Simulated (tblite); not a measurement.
Compound: C2H5O2S (doublet state).
Z-matrix (Å and degrees, GFN2-xTB geometry), rows numbered from 1:
```
C 
O   1  1.2514
S   2  2.0327  1  117.59
C   3  1.8325  2   91.17  1  -117.76
O   3  1.4538  2  100.80  1   -10.79
H   1  1.0876  2  120.67  3  -112.85
H   1  1.0881  2  121.66  3    61.03
H   4  1.0842  3  108.93  2    64.01
H   4  1.0855  3  108.71  2  -175.97
H   4  1.0835  3  107.69  2   -56.29
```

Structure optimised with GFN2-xTB, isolated species. This method treats the open shell by occupation alone, without spin polarisation.

Take the most abundant isotopes and a rigid rotor. The values belong to one conformer with, in the numbering `[CH2:1][O:2][S@@:3]([CH3:4])=[O:5]`, H–C1–O2–S3 -113° and 61°, C1–O2–S3–C4 -118°.

**Question.** What are A, B and C (GHz)?

**Answer.** Ia = 79.34, Ib = 156.99, Ic = 196.18 u·Å²; 505379 MHz·u·Å²/I gives 6369, 3219 and 2576 MHz, that is A = 6.3695, B = 3.2192, C = 2.5761 GHz.

**Question.** What kind of rotor is it?

**Answer.** An asymmetric top: κ = (2 × 3219 − 6369 − 2576)/(6369 − 2576) = -0.66.

**Question.** Is it planar, by Δ = Ic − Ia − Ib?

**Answer.** Not planar: Δ = Ic − Ia − Ib = -40.16 u·Å². For a rigid frame Δ = −2 Σ m c², so Σ m c² = 20.08 u·Å² lies off the ab plane: 4.48 from hydrogen and 15.60 from heavier atoms. The atom farthest from that plane is 1.51 Å away.

**Question.** Give the coordinates in the principal-axis frame, origin at the centre of mass.

**Answer.** The sense of each axis is arbitrary; atoms in the order of the calculation.
| atom | mass (u) | a (Å) | b (Å) | c (Å) |
| --- | --- | --- | --- | --- |
| C1 | 12.000 | 2.089 | -0.008 | -0.326 |
| O2 | 15.995 | 1.212 | 0.649 | 0.278 |
| S3 | 31.972 | -0.626 | -0.196 | 0.479 |
| C4 | 12.000 | -1.394 | 1.150 | -0.498 |
| O5 | 15.995 | -0.501 | -1.335 | -0.416 |
| H6 | 1.008 | 2.961 | -0.385 | 0.202 |
| H7 | 1.008 | 1.965 | -0.306 | -1.365 |
| H8 | 1.008 | -1.001 | 1.119 | -1.508 |
| H9 | 1.008 | -2.469 | 1.001 | -0.511 |
| H10 | 1.008 | -1.147 | 2.089 | -0.017 |

**Question.** Estimate the classical rotational partition function at 25 K, 200 K and 500 K.

**Answer.** Point group C1, symmetry number σ = 1; q = (√π/σ)·√((kT/h)³/(ABC)), k/h = 20836.6 MHz/K: 2900 at 25 K, 65600 at 200 K, 259000 at 500 K.

For this open shell read J as N, the rotation without spin; fine and hyperfine splittings come on top. Its GFN2-xTB frequencies are all real (lowest 59 cm⁻¹). No vibrational averaging or centrifugal distortion is included, and the geometry carries the error of its method.

These are computed values.
